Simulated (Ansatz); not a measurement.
Molecule: chloromethane, CH3Cl, charge 0, multiplicity 1. 
Structure (B3LYP-D3(BJ)/def2-TZVP (Ansatz, a first-principles code) minimum search):
```xyz
5

C      0.0082     0.0133    -1.1337
Cl    -0.0048    -0.0077     0.6605
H      0.0175     1.0478    -1.4634
H      0.8997    -0.5040    -1.4752
H     -0.8852    -0.4920    -1.4879
```

Basis-set convergence of Hartree-Fock and CCSD(T) correlation energies (hartree) with Ansatz. Valence correlation only, unless marked. No spin-orbit coupling. No relativistic terms.

```
basis        functions       E(HF)  E(corr, CCSD(T))
-----------  ---------  ----------  ----------------
def2-SVPD           71  -498.94557          -0.34139
def2-TZVPPD        139  -499.14180          -0.42215
def2-QZVPPD        241  -499.15605          -0.45014
```

Extrapolating the two largest sets (X = 3 and 4) as X^-3: E(corr) = (64·(-0.45014) - 27·(-0.42215))/37 = -0.4706 Eh, an estimate of the basis-set limit. The largest set recovers 95.7 % of it, the smallest 72.5 %.
